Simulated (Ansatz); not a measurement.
Two isomers of C3H5NS: A = `NC1=CSC1`, B = `C=NC(C)=S`.

Isolated molecules relaxed with PBE0-D4/def2-TZVP in Ansatz; ΔE leaves out vibrations. CBS: MP2 limit from def2 TZ/QZ plus the TZ coupled-cluster correction, frozen cores. Functionals use def2-TZVPP. B3LYP here is the variant with VWN-RPA as its local correlation; programs differ in this. One conformer a species, not always the lowest.

Question: Which isomer does CCSD(T)/CBS put lower? Give the gap. (Estimate.)

Answer: Ansatz gave: B, by 17.7 kJ/mol.

Question: Give E(B) − E(A) in kJ/mol with B3LYP, PBE0-D4, PBE-D4, r2SCAN-D4, CCSD/def2-TZVPP, B2PLYP, CCSD(T)/def2-TZVPP. (An estimate is asked.)

Answer: Ansatz gave: B3LYP -35.1, PBE0-D4 -5.0, PBE-D4 -17.2, r2SCAN-D4 -23.6, CCSD/def2-TZVPP -21.9, B2PLYP -31.0, CCSD(T)/def2-TZVPP -24.8. None reverses the order clearly.

Largest T1 diagnostic: 0.017.

From PBE to PBE0 (25 % exact exchange), in def2-TZVPP and without D4, E(B) − E(A) moves by +12.3 kJ/mol. In def2-TZVPP, CCSD(T) changes the Hartree–Fock value by +12.9 kJ/mol (the triples alone add −2.9 kJ/mol) and MP2 by +22.9 kJ/mol.
